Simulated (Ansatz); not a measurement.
**BH3F− (SMILES [BH3-]F): the energy, rung by rung**

The species is BH3F− (5 atoms), meant as a singlet with charge -1. As SMILES, `[BH3-]F`. The coordinates come from a GFN2-xTB relaxation.

```xyz
5

B    -0.0357    0.0293   -0.0339
F     0.8556   -0.7179    0.8270
H    -1.0673    0.2642    0.5881
H    -0.2746   -0.6513   -1.0275
H     0.5221    1.0757   -0.3536
```

Quantity: the energy change with the B1–H5 bond stretched from 1.228 to 1.535 Å, in eV. The values are calculated.

```csv
level,kind,program,value (eV),less FCI/STO-3G,CPU time (all runs)
revPBE/STO-3G (restricted),GGA,Ansatz,0.68,-0.14,1.3 s
B3LYP/STO-3G (restricted),global hybrid,Ansatz,0.80,-0.02,1.1 s
wB97M-V/STO-3G (restricted),range-separated hybrid,Ansatz,0.86,+0.04,12 s
wB97X/STO-3G (restricted),range-separated hybrid,Ansatz,0.87,+0.05,5.5 s
CCSD(T)/STO-3G (restricted),coupled cluster or CI,Ansatz,0.82,0.00,0.25 s
CCSDT(Q)/STO-3G (restricted),coupled cluster or CI,Ansatz,0.82,0.00,0.45 s
CCSDT/STO-3G (restricted),coupled cluster or CI,Ansatz,0.82,0.00,0.41 s
CCSDTQ/STO-3G (restricted),coupled cluster or CI,Ansatz,0.82,0.00,6.1 s
FCI/STO-3G,exact in the basis,Ansatz,0.82,0.00,2.5 s
```

FCI/STO-3G is exact within its basis and frozen core, so for wave-function methods in that basis the difference is their error; functionals converge differently with the basis, so for them it is only a difference. Sets without diffuse functions describe the anion poorly. The first shape isn't each level's own minimum. The values span 0.68 to 0.87 eV. All rows use very small basis sets, so none should be taken for the real molecule's value. Times are those of the runs behind each value, whatever else they computed, on shared processors of several kinds: orders of magnitude only.
